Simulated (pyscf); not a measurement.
H₃Si–I + water (H₂O) -> HO–SiH₂–I + hydrogen (H₂), a four-centre exchange (singlet surface; H–Si, H–O broken, O–Si, H–H formed). Single points on ωB97X-D3(BJ)/def2-SVP structures (PySCF, gas phase). Energies in kcal/mol from the separated reactants.

Small-basis levels: PySCF, no dispersion term, spherical d functions. 

### Question
Quick B3LYP/LANL2DZ single points give ΔE‡ = 39.1 kcal/mol and ΔE = -8.5 kcal/mol. What does ωB97M-D3(BJ)/def2-TZVP give, and how far is the quick result from it?

### Answer
ωB97M-D3(BJ)/def2-TZVP gives ΔE‡ = 31.1 kcal/mol and ΔE = -18.7 kcal/mol. B3LYP/LANL2DZ lies 8.1 kcal/mol over it in the barrier and 10.2 kcal/mol over it in the reaction energy, so on this step it does not hold to within 3.0 kcal/mol. ωB97M-D3(BJ)/def2-TZVP has limits of its own. The same reactants have a lower exit, to HI + HO–SiH₃ (barrier +14.8 kcal/mol at ωB97M-D3(BJ)/def2-TZVP, against +31.1 kcal/mol here). One saddle was located; it need not be the lowest between these sides. In the def2 sets elements past Kr carry core potentials, without spin-orbit coupling.
